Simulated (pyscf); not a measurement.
O=Ta(Cl)(Cl)–Cl (SMILES [O]=[Ta]([Cl])([Cl])[Cl]) + H₂ (SMILES [H][H]) → HO–TaH(Cl)(Cl)–Cl (SMILES [OH][TaH]([Cl])([Cl])[Cl]) (addition across a multiple bond or ene-type step; singlet surface; H–H broken, H–O, H–Ta formed). Structures and frequencies: ωB97X-D3(BJ)/def2-SVP in PySCF. Energies in kcal/mol from the separated reactants.

```tsv
level	barrier	reaction energy
ωB97X-D3(BJ)/def2-TZVP	33.3	+8.9
r²SCAN/def2-TZVP	31.0	+10.7
B3LYP-D3(BJ)/def2-TZVP	33.9	+10.2
PBE0-D3(BJ)/def2-TZVP	[?]	[?]
ωB97M-D3(BJ)/def2-TZVP	33.8	+9.1
HF/def2-TZVP	[?]	+6.3
```

Question: What belongs in the gaps?

Answer: 
- PBE0-D3(BJ)/def2-TZVP, barrier: 29.8
- PBE0-D3(BJ)/def2-TZVP, reaction energy: +7.8
- HF/def2-TZVP, barrier: 43.0

The functionals in the table span 4.0 kcal/mol in this barrier, from PBE0-D3(BJ) to B3LYP-D3(BJ). At the saddle there is also a short H–Ta contact that neither side keeps. This is the saddle that the search found; another between the same sides may lie lower. Elements past Kr carry the def2 core potentials, without spin-orbit coupling.
